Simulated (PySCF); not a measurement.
A side-by-side comparison of computed properties.

First species: C7H8O.
Atom-mapped SMILES: `[CH3:1][O:2][c:3]1[cH:4][cH:5][cH:6][cH:7][cH:8]1` (hydrogens: H9, H10, H11 on C1; H12 on C4; H13 on C5; H14 on C6; H15 on C7; H16 on C8)

Structure used (GFN2-xTB), in Å, numbered top down from 1:
```
atom  x, y, z in Å
C1    -2.6785    0.1437   -0.2118
O2    -1.5991   -0.5637   -0.7701
C3    -0.3394   -0.2854   -0.3282
C4     0.6872   -1.0236   -0.9193
C5     1.9979   -0.8192   -0.5436
C6     2.3100    0.1242    0.4237
C7     1.2949    0.8559    1.0097
C8    -0.0268    0.6579    0.6436
H9    -3.5701   -0.2402   -0.7056
H10   -2.7598   -0.0304    0.8664
H11   -2.5965    1.2193   -0.4005
H12    0.4259   -1.7519   -1.6710
H13    2.7819   -1.3992   -1.0074
H14    3.3363    0.2855    0.7165
H15    1.5256    1.5934    1.7645
H16   -0.7972    1.2426    1.1216
```

Second species: C₇H₅ClN₂.
SMILES: `Clc1cccc2[nH]ncc12`

Levels: PBE0/pcSseg-1 for dipole moment, HOMO energy, LUMO energy and HOMO–LUMO gap; GFN2-xTB for rotational constant A and rotational constant C. Geometries: GFN2-xTB. Each structure is a single optimised conformer of the isolated species, non-relativistic unless stated; the electronic structure was computed with PySCF and density fitting.

The conformers computed, where there is a choice (atom-mapped SMILES and torsion angles):
- `[CH3:1][O:2][c:3]1[cH:4][cH:5][cH:6][cH:7][cH:8]1`: C1–O2–C3–C4 180°

| property | column X | column Y |
| --- | --- | --- |
| dipole moment | 2.96 D | 1.41 D |
| HOMO energy | -6.68 eV | -6.45 eV |
| LUMO energy | -1.17 eV | -0.13 eV |
| HOMO–LUMO gap | 5.51 eV | 6.32 eV |
| rotational constant A | 1.870 GHz | 5.120 GHz |
| rotational constant C | 0.700 GHz | 1.213 GHz |

Question: Which column belongs to which species?

Answer: Column X is the second species and column Y the first. The first has 16 atoms and 58 electrons, the second 15 and 78.

Question: How does each property change from the first species to the second?

Answer: dipole moment +1.55 D; HOMO energy -0.23 eV; LUMO energy -1.04 eV; HOMO–LUMO gap -0.81 eV; rotational constant A -3.250 GHz; rotational constant C -0.513 GHz.

On the first: The dipole matches unit charges of opposite sign 0.29 Å apart (1 e·Å = 4.8032 D).

On the second: The dipole equals about 9.9 × 10⁻³⁰ C·m (1 D = 3.33564 × 10⁻³⁰ C·m).
